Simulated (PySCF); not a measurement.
Rows and methods have been separated. Pair them.

Compound: CFCl3.
SMILES with atom numbers: `[F:1][C:2]([Cl:3])([Cl:4])[Cl:5]`

The closed-shell ground state was solved 7 times with PySCF (density fitting, gas phase), always in the pcX-1 basis (168 functions), with these functionals: B97-2, CAM-B3LYP, HSE06, LC-wPBE, mPW1PW91, revPBE and wB97X-D. Isolated species at its GFN2-xTB geometry, gas phase.

```json
{"row": "P", "total energy (Eh)": "-1518.5524", "HOMO (eV)": "-8.93", "LUMO (eV)": "-1.41", "dipole (D)": "0.41"}
{"row": "Q", "total energy (Eh)": "-1518.2023", "HOMO (eV)": "-7.61", "LUMO (eV)": "-2.24", "dipole (D)": "0.28"}
{"row": "R", "total energy (Eh)": "-1517.9701", "HOMO (eV)": "-8.77", "LUMO (eV)": "-1.68", "dipole (D)": "0.42"}
{"row": "S", "total energy (Eh)": "-1518.4954", "HOMO (eV)": "-10.53", "LUMO (eV)": "-0.01", "dipole (D)": "0.43"}
{"row": "T", "total energy (Eh)": "-1518.0356", "HOMO (eV)": "-12.04", "LUMO (eV)": "1.24", "dipole (D)": "0.40"}
{"row": "U", "total energy (Eh)": "-1518.4426", "HOMO (eV)": "-11.11", "LUMO (eV)": "0.51", "dipole (D)": "0.42"}
{"row": "V", "total energy (Eh)": "-1518.5203", "HOMO (eV)": "-9.22", "LUMO (eV)": "-1.33", "dipole (D)": "0.43"}
```

Which functional belongs to which row?

P = B97-2, Q = revPBE, R = HSE06, S = CAM-B3LYP, T = LC-wPBE, U = wB97X-D, V = mPW1PW91. By rising HOMO–LUMO gap: revPBE (GGA) 5.37 eV; HSE06 (screened hybrid, exact exchange at short range, 25 %) 7.09 eV; B97-2 (global hybrid, 21 % exact exchange) 7.52 eV; mPW1PW91 (global hybrid, 25 % exact exchange) 7.89 eV; CAM-B3LYP (range-separated hybrid) 10.52 eV; wB97X-D (range-separated hybrid) 11.62 eV; LC-wPBE (range-separated hybrid) 13.28 eV. Total energies of different functionals aren't bounds to one another; each is stationary for its own functional.

wB97X-D is run here without its empirical dispersion term; that term would change no orbital, density or response property at a fixed geometry.
